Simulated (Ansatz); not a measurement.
## Two structures, one formula

The two ends of one reaction step of Si2H6O, singlet (PBE0-D4/def2-TZVP).

A:

| atom | x (Å) | y (Å) | z (Å) |
| --- | --- | --- | --- |
| Si1 | -0.6824 | -1.0081 | -0.9908 |
| H2 | 0.3735 | -2.0408 | -1.1576 |
| O3 | -0.0443 | 0.3491 | -0.3433 |
| Si4 | 0.6757 | 1.0614 | 0.9384 |
| H5 | -1.2569 | -0.6652 | -2.3140 |
| H6 | -1.7502 | -1.5470 | -0.1078 |
| H7 | -0.2421 | 1.0588 | 2.1077 |
| H8 | 1.0060 | 2.4584 | 0.5678 |
| H9 | 1.9206 | 0.3335 | 1.2998 |

B:

Si1  (-0.892, -1.489, -1.058)
H2  (1.231, -0.123, -1.344)
O3  (0.423, 0.019, -0.845)
Si4  (0.517, 0.737, 0.693)
H5  (-2.012, -0.461, -1.137)
H6  (-0.948, -1.524, 0.476)
H7  (-0.823, 1.279, 0.969)
H8  (1.533, 1.815, 0.554)
H9  (0.970, -0.253, 1.691)
(Å)

Computed with Ansatz 0.2.0 (basis: def2-TZVPP); correlated methods freeze the cores. B3LYP uses VWN-RPA correlation.

(1) Which structure is lower at CCSD(T), and by how much? (An estimate is asked for; the value comes from the calculation.)

No T1 diagnostic of these runs exceeds 0.013.

## Answers

(1) The calculation gives: A, by 2.741 eV (electronic energy, against the other). By their contacts, A is Si₂H₆O ([SiH3][O][SiH3]) and B is Si₂H₆O ([SiH2][OH][SiH3]).

All methods give the same order:

| method | E(B) − E(A) (eV) |
| --- | --- |
| SPW92 | 2.455 |
| PBE-D4 | 2.513 |
| BLYP-D4 | 2.600 |
| r2SCAN-D4 | 2.808 |
| B97M-V | 2.696 |
| PBE0-D4 | 2.663 |
| B3LYP-D4 | 2.725 |
| r2SCAN0-D4 | 2.851 |
| BHLYP-D4 | 2.892 |
| CAM-B3LYP-D4 | 2.812 |
| wB97X-V | 2.810 |
| wB97M-V | 2.643 |
| B2PLYP | 2.826 |
| PBE-QIDH | 2.840 |
| RPA on PBE | 2.682 |
| HF | 3.127 |
| MP2 | 2.887 |
| CCSD | 2.786 |
| CCSD(T) | 2.741 |

Labels in which every atom is bracketed show which atoms are joined, not bond orders.

For scale, one of the runs: CCSD(T)/def2-TZVPP, 199 basis functions, launched by `ansatz run in.yaml --threads 2 --pin off --events-out ev --progress --plain --max-ram 4352MiB`. Time: 16 s of wall clock on 2 CPU threads of an Intel Xeon 6975P-C; the host was shared. Peak host memory: 2.4 GiB.
